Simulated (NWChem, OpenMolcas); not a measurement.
**How methods differ on C2H2F4 (norflurane)**

The species is C2H2F4 (8 atoms), meant as a singlet with charge 0. As SMILES, `FCC(F)(F)F`. The shape is that of a PBE0-D4/def2-TZVP optimisation.

```xyz
8

F    -0.2246   -1.5065    0.9152
C    -0.2112   -0.7378   -0.2117
C     0.2112    0.6743    0.1355
F     1.4344    0.7113    0.6624
F     0.2171    1.4118   -0.9821
F    -0.6246    1.2436    1.0029
H     0.5020   -1.1486   -0.9301
H    -1.2123   -0.7051   -0.6479
```

Each level gives the vertical energy of the triplet above the singlet (eV). The values are calculated.

```
         level             kind     program  value (eV)  CPU time (all runs)
 SVWN5/cc-pVDZ              LDA  OpenMolcas        8.72                 65 s
  BLYP/cc-pVDZ              GGA      NWChem        8.81              3.5 min
 M06-L/cc-pVDZ         meta-GGA  OpenMolcas        9.42              2.4 min
  TPSS/cc-pVDZ         meta-GGA  OpenMolcas        8.97              2.8 min
 BHLYP/cc-pVDZ    global hybrid  OpenMolcas       10.21                2 min
M06-2X/cc-pVDZ  hybrid meta-GGA  OpenMolcas       10.02              2.5 min
  PBE0/cc-pVDZ    global hybrid      NWChem        9.51                 60 s
B2PLYP/cc-pVDZ    double hybrid      NWChem        9.90                 54 s
```

The values span 8.72 to 10.21 eV. A triplet this far above the singlet is often a Rydberg-like or dissociative state; sets without diffuse functions put Rydberg states too high. PBE0/cc-pVDZ lies far from functionals of the same kind, perhaps in another electronic state. CPU times are rough (shared hosts, several kinds of processor): they show what a rung costs within a factor of a few.
